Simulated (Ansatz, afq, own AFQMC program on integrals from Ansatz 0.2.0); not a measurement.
## AuSi⁺, triplet: AFQMC among the cluster methods

```yaml
atoms:
  - { symbol: Au, position_ang: [0.0000, 0.0000, 0.0000] }
  - { symbol: Si, position_ang: [0.0000, 0.0000, 7.7690] }
```

Basis def2-TZVP with its core potentials. Only valence electrons are correlated. AFQMC by an in-house program on the Cholesky factors that Ansatz 0.2.0 writes for its CCSD(T) run. ph-AFQMC/CISD is guided by a CISD state made of CCSD amplitudes; releasing the constraint for a short imaginary time cuts its bias at the price of noise, slowly where states lie close. Error bars are statistical, one sigma. No spin–orbit coupling. The metal's outer-core s and p shells are frozen, which shifts wave-function levels against functionals.

Determinant: UHF, the one that the program's search chose, which needn't be the lowest solution. The geometry is a point of a scan.

No full CI on the walks' own integrals is used here; CCSDT(Q) serves as the reference and is uncertain by about the last step of the cluster series.

Cautions: no spin-orbit coupling; outer-core shells of the metal frozen; lower spins were not checked; higher spins were not checked; the released energies are still falling, so no released level is given (meV from the phaseless value at times in 1/Eh: -4 ± 4 at 0.24, -5 ± 4 at 0.60, -10 ± 4 at 1.20, -22 ± 5 at 1.80, -14 ± 10 at 2.60), though the last usable value meets CCSDT(Q) within the noise.

* T1 diagnostic: 0.0142
* weight of the determinant in the CISD state: 0.876
* ⟨S²⟩ of the determinant: 2.019
* size of the correlated space: 14 electrons in 68 orbitals

Reference: CCSDT(Q), correlation energy -8.947 eV.

| level | E − E(reference) (kJ/mol) | share of correlation (%) |
| --- | --- | --- |
| HF | 863.2 | 0.00 |
| MP2 | 25.3 | 97.07 |
| CCSD | 16.9 | 98.05 |
| CCSD(T) | 2.1 | 99.76 |
| CCSDT | 0.8 | 99.91 |
| ph-AFQMC/CISD | 1.4 ± 0.4 | 99.84 |

A walk keeps the symmetry of its determinant, which the program's search chose and which needn't be the lowest solution, so a lower state of the same spin and another symmetry isn't excluded.
